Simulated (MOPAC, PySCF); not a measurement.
C3H6, SMILES `C=CC`, neutral singlet in the gas phase. 

Cartesian coordinates (Å):
SMILES: C(C)=C
```xyz
9

C      1.2659    -0.5411     0.1368
C      0.3595     0.3622    -0.1921
C     -1.1131     0.2093    -0.0009
H      2.3217    -0.3718    -0.0271
H      0.9836    -1.4875     0.5839
H      0.6889     1.2965    -0.6379
H     -1.5081     0.9996     0.6415
H     -1.6410     0.2852    -0.9542
H     -1.3574    -0.7524     0.4500
```
Charge 0, spin multiplicity 1.

All levels are single points at this geometry (CAM-B3LYP-D3(BJ)/def2-TZVP); Pople sets use spherical d functions. Orbital energies aren't observables, and empty levels follow the basis.

B3LYP/6-31G* in PySCF gives dipole (D) = 0.36.

Q: Estimate the dipole (D) from each of these levels: CAM-B3LYP-D3(BJ)/def2-TZVP in PySCF; PBE-D3(BJ)/def2-TZVP in PySCF; TPSSh-D3(BJ)/def2-TZVP in PySCF; B3LYP/6-311+G** in PySCF; BP86/6-31G* in PySCF; M06-2X/6-31G* in PySCF; PBE/6-31G* in PySCF; HF/3-21G in PySCF; HF/6-31G* in PySCF; AM1 in MOPAC; PM3 in MOPAC; PM6 in MOPAC.

A: 
```csv
level,dipole (D)
CAM-B3LYP-D3(BJ)/def2-TZVP in PySCF,0.40
PBE-D3(BJ)/def2-TZVP in PySCF,0.43
TPSSh-D3(BJ)/def2-TZVP in PySCF,0.40
B3LYP/6-311+G** in PySCF,0.43
BP86/6-31G* in PySCF,0.39
M06-2X/6-31G* in PySCF,0.34
PBE/6-31G* in PySCF,0.39
HF/3-21G in PySCF,0.32
HF/6-31G* in PySCF,0.31
AM1 in MOPAC,0.23
PM3 in MOPAC,0.23
PM6 in MOPAC,0.62
```
